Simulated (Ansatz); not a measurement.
**How far each method lies from full CI for GeH₂⁺, doublet**

Geometry: a point of a breathe scan, not a stationary point.

```xyz
3

Ge    0.0000   -0.0185    0.0000
H     0.0000    0.6663   -1.2081
H     0.0000    0.6663    1.2081
```

Basis aug-cc-pVDZ; Ansatz 0.2.0. Correlated methods freeze the noble-gas cores and the filled d shells of p-block atoms, which leaves 5 electrons in 40 orbitals. Prefix R: restricted or restricted open-shell reference; prefix U: unrestricted. Active spaces: pair = (3e, 3o) about the gap; valence = (5e, 6o) chosen from the atoms' valence shells. No spin–orbit coupling is included, and no scalar relativity.

Full CI is exact within this basis and frozen core; it isn't the basis-set limit. The frozen core follows each run's orbitals, which can shift R against U totals by a few meV for light atoms and by up to 0.1 eV past Ca.

For open shells CISD is restricted-active-space CI with the open shells as a complete middle space.

- UHF ⟨S²⟩: 0.754
- T1 diagnostic (RCCSD): 0.0170
- largest doubles amplitude (RCCSD): 0.048

| level | E − E(full CI) (mEh) | share of correlation (%) | wall time |
| --- | --- | --- | --- |
| RHF | 81.19 | 0.00 | – |
| RMP2 | 20.45 | 74.82 | – |
| CISD | 3.01 | 96.29 | 4.4 s |
| RCCSD | 1.55 | 98.09 | – |
| RCCSD(T) | 0.38 | 99.53 | 6.5 s |
| BCCD(T) | 0.38 | 99.54 | 11 s |
| RCCSDT | -0.01 | 100.01 | – |
| RCCSDT(Q) | -0.03 | 100.03 | 35 s |
| CASSCF (pair space) | 68.16 | 16.05 | – |
| NEVPT2 (pair space) | 20.44 | 74.82 | 10 s |
| MRCISD (pair space) | 2.12 | 97.39 | – |
| MRCISD+Q (pair space) | -0.65 | 100.80 | 12 s |
| CASSCF (valence space) | 48.60 | 40.14 | – |
| NEVPT2 (valence space) | 14.58 | 82.04 | 8.5 s |
| MRCISD (valence space) | 1.05 | 98.70 | – |
| MRCISD+Q (valence space) | -0.23 | 100.29 | 10 s |

The correlation energy at full CI, counted from RHF, is -2.209 eV. That run took 47 s on 1 thread of Intel Xeon, shared host over 1,948,494 determinants.

Run but not shown, since their state or frozen core can't be matched to the reference's or they repeat it: UHF, UMP2, UCCSD, UCCSD(T), UCCSDT, UCCSDT(Q).

Times hold each run's SCF and search for its determinant on a shared host, so for small cases they say little of a method's own cost; they ran on 1 thread of Intel Xeon.

Not variational, and here over 5 meV under the exact energy: MRCISD+Q (pair space), MRCISD+Q (valence space).

The full-CI state has the irrep A1 of C2v, in the program's axes.

Natural occupations of full CI about the gap: 1.961 1.953 0.991 0.022 0.018 0.017 0.008 0.007 0.005 0.004; effectively unpaired electrons, Σ n²(2−n)², 1.02.
